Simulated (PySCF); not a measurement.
**Isomers of C2H3N: computed energies against enthalpies of formation**

**Measured values to compare with.**

From CRC Handbook of Chemistry and Physics, for the gas at 298.15 K: enthalpy of formation of `CC#N` (acetonitrile) 74 kJ/mol; enthalpy of formation of `[C-]#[N+]C` (methyl isocyanide) 163.5 kJ/mol.

The runs below try to reproduce these values; the comparison stands at the end.

Differences of these values give the isomerisation enthalpies. Geometries: GFN2-xTB; runs in PySCF, gas phase, with a dispersion term only where the level names one. Total electronic energies (Eh):

```json
{"SMILES": "CC#N", "CAM-B3LYP/def2-SVPD": "-132.58843"}
{"SMILES": "[C-]#[N+]C", "CAM-B3LYP/def2-SVPD": "-132.55378"}
```

Geometry of `CC#N` (Å):
```
atom  x, y, z in Å
C1    -0.487    0.003    0.002
C2     0.950   -0.004   -0.014
N3     2.092   -0.009   -0.027
H4    -0.863   -0.629   -0.802
H5    -0.842   -0.379    0.959
H6    -0.848    1.020   -0.139
```

Geometry of `[C-]#[N+]C` (Å):
```
atom  x, y, z in Å
C1     2.0803    0.0399   -0.0223
N2     0.9192    0.0177   -0.0121
C3    -0.4767   -0.0086    0.0007
H4    -0.8347   -0.6707   -0.7898
H5    -0.8243   -0.3756    0.9679
H6    -0.8607    0.9993   -0.1660
```

Zero-point and thermal terms are left out, so the computed numbers are electronic energies.

**Comparison with experiment**

Relative to `CC#N`, the lowest by measurement, in kJ/mol (measured: enthalpies at 298.15 K; computed: electronic energies):

```csv
SMILES,measured,CAM-B3LYP/def2-SVPD
CC#N,0.0,0.0
[C-]#[N+]C,89.5,91.0
```

Measured values: 74 kJ/mol (298.15 K; CRC Handbook of Chemistry and Physics) for the first row; the others come from the same table. Unsigned miss: CAM-B3LYP/def2-SVPD 1.5 kJ/mol. Where a level misses, the cause wasn't examined.
